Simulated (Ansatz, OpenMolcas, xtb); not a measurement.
## Redistribution: C2H5Cl + C3H8 → C2H6 + C3H7Cl

Gas-phase species: C2H5Cl (chloroethane) `CCCl`, singlet; C3H8 (propane) `CCC`, singlet; C2H6 (ethane) `CC`, singlet; C3H7Cl `CCCCl`, singlet. The partners trade Cl for H; both sit on C, so the bond types are kept.

Shapes, held fixed at every level: PBE0-D4/def2-TZVP. Flexible molecules stand in one conformer, not always the lowest. Programs: Ansatz 0.2.0, OpenMolcas 26.06, xtb 6.7.1. The zero-point and thermal change to 298 K, harmonic and unscaled (PBE0-D4/def2-TZVP), is +0.1 kJ/mol.

**What was measured.** Tabulated heats of formation (Active Thermochemical Tables, CRC Handbook of Chemistry and Physics): C2H5Cl -111.2 (ATcT); C3H8 -104.4 (ATcT); C2H6 -83.8 (ATcT); C3H7Cl -131.9 (CRC) kJ/mol, which give ΔH(298 K) = -0.1 kJ/mol.

```
                             level                    kind  ΔH (kJ/mol)  computed − measured
                          GFN1-xTB          semi-empirical         -0.1                  0.0
                     HF/def2-TZVPP            Hartree–Fock         +1.8                 +1.9
              r2SCAN-D4/def2-TZVPP                meta-GGA         -0.7                 -0.6
B3LYP/6-31G* (spherical functions)           global hybrid         +0.7                 +0.7
               B3LYP-D4/def2-TZVPP           global hybrid         -1.0                 -0.9
                PBE0-D4/def2-TZVPP           global hybrid         -0.8                 -0.8
                wB97M-V/def2-TZVPP  range-separated hybrid         -1.0                 -1.0
                CCSD(T)/def2-TZVPP   coupled cluster or CI         -0.9                 -0.8
              CCSD(T)/CBS estimate   coupled cluster or CI         -0.7                 -0.7
```

All levels lie within 4 kJ/mol, near the uncertainty of the heats themselves, so they can't be ranked here. The heats of C3H7Cl (1-chloropropane) come from older tables and can be uncertain by 10 kJ/mol or more. The CBS estimate extrapolates MP2 from def2-TZVPP and def2-QZVPP and adds CCSD(T) − MP2 in the triple-zeta set, cores frozen.
